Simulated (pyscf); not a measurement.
## Routes from `[CH3][GaH][CH3]` + `[OH2]`

Candidate steps break at most two bonds and form at most two. Each was searched with GFN2-xTB (tblite) first. PySCF, gas phase, ωB97X-D3(BJ)/def2-SVP geometries. Energies: ωB97M-D3(BJ)/def2-TZVP, kcal/mol, from the separated reactants, singlet surface; ΔG‡ with ideal gas, 1 atm, RRHO with modes under 100 cm⁻¹ raised to 100, one conformer, R ln 2 for chiral ones without a mode under 150 cm⁻¹.

```
products                             type   ΔE‡     ΔE  ΔG‡ 298 K  ΔG‡ 900 K  ν‡ (cm⁻¹)
-------------------  --------------------  ----  -----  ---------  ---------  ---------
H₃C–Ga(CH₃)–OH + H₂  four-centre exchange   9.0  -13.4       18.4       40.2      1258i
CH₄ + H₃C–GaH–OH     four-centre exchange  10.5  -22.5       20.2       42.5      1435i
```

Row 1: On the reactant side the descent ends in an adduct with a Ga–O contact, 13.9 kcal/mol under the separated species and 21.5 kcal/mol under the saddle at ωB97X-D3(BJ)/def2-TZVP. Row 2: On the reactant side the descent ends in an adduct with a Ga–O contact, 13.9 kcal/mol under the separated species and 23.5 kcal/mol under the saddle at ωB97X-D3(BJ)/def2-TZVP. 

Plain bond fissions and candidates not yet searched are not listed, and one of them may be faster. Each barrier is that of the saddle found; lower ones may exist. Elements up to Kr have no core potential and no relativistic terms here.
